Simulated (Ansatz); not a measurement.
## A ladder of methods for SiH2SO (SMILES O[Si]S)

SiH2SO has 5 atoms, charge 0, and is taken as a singlet. SMILES: `O[Si]S`. The shape is that of a PBE0-D4/def2-TZVP optimisation. This is one conformer, not always the lowest.

```xyz
5

O    -1.1947   -0.6589   -0.3258
Si   -0.9568    0.9513   -0.0795
S     1.1677    1.1186    0.3603
H    -0.4894   -1.3081   -0.2672
H     1.5230   -0.1765    0.2707
```

Each level gives the energy change with the Si2–S3 bond stretched from 2.176 to 3.264 Å (eV). The values are calculated.

```tsv
level	kind	program	value (eV)	less FCI/STO-3G	CPU time (all runs)
SVWN5/STO-3G (restricted)	LDA	Ansatz	3.49	+0.32	1.7 s
BLYP/STO-3G (restricted)	GGA	Ansatz	2.99	-0.18	2.6 s
PBE/STO-3G (restricted)	GGA	Ansatz	3.21	+0.04	2.6 s
PBE0/STO-3G (restricted)	global hybrid	Ansatz	3.69	+0.52	2.5 s
wB97M-V/STO-3G (restricted)	range-separated hybrid	Ansatz	3.99	+0.82	39 s
RPA@PBE/STO-3G (restricted)	RPA	Ansatz	2.98	-0.19	3.8 s
MP2/STO-3G (restricted)	perturbation theory	Ansatz	3.75	+0.58	0.34 s
CCSD/STO-3G (restricted)	coupled cluster or CI	Ansatz	3.22	+0.05	0.39 s
CCSDT/STO-3G (restricted)	coupled cluster or CI	Ansatz	3.17	0.00	0.79 s
FCI/STO-3G	exact in the basis	Ansatz	3.17	0.00	46 s
```

FCI/STO-3G is exact within its basis and frozen core, so for wave-function methods in that basis the difference is their error; functionals converge differently with the basis, so for them it is only a difference. The first shape isn't each level's own minimum. The values span 2.98 to 3.99 eV. All rows use very small basis sets, so even the best lies far from the true value. CPU times are rough (shared hosts, several kinds of processor): they show what a rung costs within a factor of a few.
